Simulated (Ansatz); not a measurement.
**CH3Mg radical: functionals against CCSD(T) at one geometry**

One table from this session's results is given with a row withheld; the runs are named, their logs left out.

The runs use Ansatz 0.2.0, Gaussian basis; single points in def2-TZVPP.

Correlated methods freeze the cores. The outer core shell of Li, Na, Mg and K is correlated. Orbitals are unrestricted.

## Starting geometry

SMILES `[CH3][Mg]`, 5 atoms, charge 0, spin multiplicity 2.

Atoms are counted from 1 here; the program's logs count them from 0.

Bond lengths: C1–Mg2 2.148 Å, C1–H3 1.155 Å, C1–H4 1.176 Å, C1–H5 1.089 Å. Angles: Mg2–C1–H3 106.6°, Mg2–C1–H4 105.8°, Mg2–C1–H5 110.3°, H3–C1–H4 120.8°, H3–C1–H5 101.9°, H4–C1–H5 111.2°.

Geometry (Å):

```xyz
5
CH3Mg
C     0.01860   -0.16870   -0.15640
Mg   -0.92520    1.38530    0.98730
H     0.35120   -0.97690    0.59820
H    -0.73060   -0.42670   -1.02470
H     0.97300    0.17760   -0.54990
```

The first run:

File run/in.yaml:

```yaml
crystal:
  periodic: [false, false, false]
  atoms:
    - {symbol: C, position_ang: [0.018600, -0.168700, -0.156400]}
    - {symbol: Mg, position_ang: [-0.925200, 1.385300, 0.987300]}
    - {symbol: H, position_ang: [0.351200, -0.976900, 0.598200]}
    - {symbol: H, position_ang: [-0.730600, -0.426700, -1.024700]}
    - {symbol: H, position_ang: [0.973000, 0.177600, -0.549900]}
basis:
  gaussian: {orbitals: def2-TZVPP}
magnetization: {spin_polarized: true, initial_magnetization: 1}
correlation: {method: ccsd_t}
scf: {omitted_lower_state_checks: [cluster_reference]}
output: {forces: true}
```

No record of the launch command was kept for these runs.

Steps of the session up to this table: CCSD(T)/def2-TZVPP; PBE0-D4/def2-TZVPP; wB97M-V/def2-TZVPP; r2SCAN-D4/def2-TZVPP; PBE-D4/def2-TZVPP; B97M-V/def2-TZVPP; HSE06-D4/def2-TZVPP.

One table of the session follows, with a row left open; its other results are not shown here.

```
   method  RMS force component (eV/Å)  angle to CCSD(T) forces (°)  dipole (D)
  CCSD(T)                       0.832                    reference        1.02
  PBE0-D4                       0.846                          2.4        0.85
  wB97M-V                       0.856                          3.7        1.21
r2SCAN-D4                       0.838                          1.2        0.87
   PBE-D4                           ?                            ?           ?
   B97M-V                       0.875                          4.4        1.06
 HSE06-D4                       0.845                          2.5        0.85
```

Estimate the missing values for PBE-D4.

The run gave: RMS force component (eV/Å): 0.770; angle to CCSD(T) forces (°): 6.5; dipole (D): 0.70. In the column «RMS force component (eV/Å)» it is the lowest.
